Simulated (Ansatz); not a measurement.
**Match the barriers**

Saddle point of BSiH5O, singlet (BSiH₅O ([OH][BH][SiH3]) → BHO ([BH][O]) + SiH₂ + H₂; bonds formed: Si2–H4, H4–H6; bonds broken: B1–Si2, Si2–H6, O3–H4), PBE0-D4/def2-TZVP structure:

```
8
angstrom
B -1.2176 -0.8676 -0.8938
Si 0.1786 1.0092 0.1742
O -0.5917 -1.8439 -0.4912
H 0.7338 -0.6972 0.4622
H -2.0959 -0.3502 -1.4932
H 1.2793 -0.2673 0.8647
H 1.5158 1.5706 -0.2403
H 0.1977 1.4463 1.6174
```

Program: Ansatz 0.2.0. Basis: def2-TZVPP, with def2-QZVPP for the basis limit. Cores are frozen in the correlated methods. B3LYP uses VWN-RPA correlation. Extrapolation: Hartree–Fock as exp(−7.88 √X), correlation as X^−2.97. Four methods, as single points on the PBE0-D4 structures, gave these electronic barriers from the start structure: 52.21, 55.60, 59.36, 71.12 kcal/mol.

**Question.** The methods were, in alphabetical order, B3LYP-D4, CCSD(T), HF, PBE-D4. Which gave which? (Judge from chemistry; the calculation decides.)

**Answer.** By the calculation: PBE-D4 52.21; B3LYP-D4 55.60; CCSD(T) 59.36; HF 71.12 kcal/mol. For comparison, CCSD(T) at an estimated basis limit (MP2 extrapolated from triple and quadruple zeta, plus CCSD(T) − MP2 in triple zeta) gives 59.04 kcal/mol.

T1 diagnostic: at most 0.019.

Labels in which every atom is bracketed show which atoms are joined, not bond orders.

For scale, one of the runs: CCSD(T)/def2-TZVPP, 174 basis functions (an equivalent command: `ansatz run in.yaml --threads 2`). Time: 17 s of wall clock on 2 CPU threads; the host was shared. Peak host memory: 1.5 GiB.
